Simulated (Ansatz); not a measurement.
**C3H3FS: a ladder of functionals and wavefunction methods**

How much do the methods differ for C3H3FS? The plan is to run it at one geometry with functionals of several rungs and with coupled cluster, and see how far each lands from CCSD(T) at the basis-set limit for the atomisation energy.

Program: Ansatz 0.2.0, Gaussian basis. Level of theory: functionals in def2-TZVPP, the program's frozen cores in correlated methods. These are calculated values, not measurements.

The runs, in order: LDA (SPW92), PBE-D4, revPBE-D4, BLYP-D4, r2SCAN-D4, B97M-V, PBE0-D4, B3LYP-D4, r2SCANh-D4, r2SCAN0-D4, HSE06-D4, BHLYP-D4, CAM-B3LYP-D4, LC-ωPBE, ωB97X-V, ωB97M-V, B2PLYP, PBE-QIDH; CCSD(T)/def2-SVP; CCSD(T)/def2-TZVPP; MP2/def2-QZVPP; extrapolation to the limit; RPA on PBE.

### 1 Structure used throughout

All runs share one geometry, relaxed beforehand with PBE0-D4 in a triple-zeta def2 set.

SMILES `FC1C=C1S`, 8 atoms, charge 0, spin multiplicity 1.

Atoms are counted from 1 here; the program's logs count them from 0.

Bond lengths: F1–C2 1.387 Å, C2–C3 1.455 Å, C2–C4 1.461 Å, C2–H6 1.088 Å, C3–C4 1.307 Å, C3–H7 1.076 Å, C4–S5 1.705 Å, S5–H8 1.343 Å. Angles: F1–C2–C3 119.3°, F1–C2–C4 118.3°, F1–C2–H6 108.0°, C3–C2–C4 53.3°, C3–C2–H6 125.1°, C4–C2–H6 124.0°, C2–C3–C4 63.6°, C2–C3–H7 146.9°, C4–C3–H7 149.4°, C2–C4–C3 63.1°, C2–C4–S5 147.7°, C3–C4–S5 149.1°, C4–S5–H8 96.1°.

### 2 LDA

This LDA is Slater exchange with PW92 correlation.

in.yaml reads:

```yaml
crystal:
  periodic: [false, false, false]
  atoms:
    - {symbol: F, position_ang: [-0.554332, 0.778303, 1.684133]}
    - {symbol: C, position_ang: [0.104357, 0.759875, 0.463691]}
    - {symbol: C, position_ang: [1.172673, -0.203212, 0.247033]}
    - {symbol: C, position_ang: [0.034030, -0.456286, -0.343486]}
    - {symbol: S, position_ang: [-0.914433, -1.492198, -1.310841]}
    - {symbol: H, position_ang: [0.076565, 1.766766, 0.051660]}
    - {symbol: H, position_ang: [2.183766, -0.494254, 0.472691]}
    - {symbol: H, position_ang: [-2.010426, -0.716093, -1.320580]}
basis:
  gaussian: {orbitals: def2-TZVPP}
hamiltonian: {xc: lda}
output: {orbitals: {seedname: orbitals}}
```

Started as:

```console
> ansatz run in.yaml --threads 2 --pin off --events-out ev --progress --plain --max-ram 4352MiB
```

After this run come: PBE-D4 (GGA); revPBE-D4 (GGA); BLYP-D4 (GGA); r2SCAN-D4 (meta-GGA); B97M-V (meta-GGA); PBE0-D4 (hybrid); B3LYP-D4 (hybrid); r2SCANh-D4 (hybrid); r2SCAN0-D4 (hybrid); HSE06-D4 (hybrid); BHLYP-D4 (hybrid); CAM-B3LYP-D4 (range-separated); LC-ωPBE (range-separated); ωB97X-V (range-separated); ωB97M-V (range-separated); B2PLYP (double hybrid); PBE-QIDH (double hybrid); CCSD(T) in def2-SVP; CCSD(T) in def2-TZVPP; MP2 in def2-QZVPP; RPA on PBE orbitals.

**Question.** What will the summary of the whole plan be? Wanted: atomisation energy, CCSD(T)/CBS; farthest beyond LDA; mean size of error, GGA; mean size of error, meta-GGA; mean size of error, hybrid; mean size of error, range-separated; mean size of error, double hybrid; gap, smallest and largest; T1 diagnostic.

The runs gave:

| quantity | value |
| --- | --- |
| atomisation energy, CCSD(T)/CBS | 757.6 kcal/mol |
| functionals within 3.8 kcal/mol (0.5 %) | B3LYP-D4, r2SCANh-D4, PBE-QIDH |
| farthest beyond LDA | PBE-D4 (+40.4 kcal/mol) |
| mean size of error, GGA | 20.9 kcal/mol |
| mean size of error, meta-GGA | 10.3 kcal/mol |
| mean size of error, hybrid | 13.1 kcal/mol |
| mean size of error, range-separated | 6.4 kcal/mol |
| mean size of error, double hybrid | 4.7 kcal/mol |
| gap, smallest and largest | 4.84 eV (LDA (SPW92)), 11.89 eV (LC-ωPBE) |
| T1 diagnostic | 0.0122 |
| triples share of the correlation energy | 4.3 % |

The LDA atomisation energy is off by 149.5 kcal/mol (20 %): it overbinds. PBE-D4 is off by +40.4 kcal/mol. Double hybrids carry the basis error of their MP2 part in triple zeta, and no dispersion term here, so their miss is partly the set-up's. By mean error the best rung here is double hybrid (4.7 kcal/mol) and the worst beyond LDA is GGA (20.9 kcal/mol). The gap between the best rungs is small, so their order is not settled. The reference freezes the cores and leaves out relativity and excitations past (T), so misses under about 3.8 kcal/mol can't be ranked. Hartree-Fock recovers 69 % of the binding; the rest is correlation. CCSD(T) in def2-SVP is off by -38.8 kcal/mol, worse than the median functional, from the basis alone. Orbital gaps span 4.8 to 11.9 eV; exact exchange widens them.
